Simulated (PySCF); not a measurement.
Run record: geometry optimisation, `C` (CH4).

Method: PBE0-D3(BJ)/def2-SVP geometry optimisation, gas phase (PySCF 2.14.0). Start geometry: MMFF94s. The input is one job of a driver script: a line of settings, then coordinates in Å.

Input:
```
{"job": {"xc": "PBE0", "basis": "def2-SVP", "d3": "d3bj", "grid": 1, "kind": "geom"}, "charge": 0, "multiplicity": 1}
C      0.000000    -0.000000    -0.000000
H     -0.713421    -0.284783    -0.776420
H      0.116222     1.085975     0.007020
H     -0.368383    -0.333017     0.972776
H      0.965582    -0.468176    -0.203376
```

Question: Give the output.

Answer: 
```
step   0  E = -40.42941217  max force = 0.003983
step   1  E = -40.42949800  max force = 0.000661
step   2  E = -40.42950055  max force = 0.000014
optimisation converged
```

Energies in Eh; «max force» is the largest Cartesian gradient component in Eh/bohr.

Question: Give the first gradient maximum in eV/Å.

Answer: With 1 Eh/bohr = 51.422 eV/Å, 0.205 eV/Å.

In short: final energy -40.42950 Eh after 2 steps; dipole 0.00 D.

Question: Give the final coordinates.

Answer: 0.005 Å rms from the input after alignment:
```
atom  x, y, z in Å
C1     0.0000    0.0000    0.0000
H2    -0.7161   -0.2856   -0.7819
H3     0.1178    1.0917    0.0073
H4    -0.3723   -0.3345    0.9774
H5     0.9707   -0.4714   -0.2028
```

Rough CPU time on one thread of a shared machine: under 1 s.
Labels such as C1 count atoms from 1, the log's own numbers from 0.
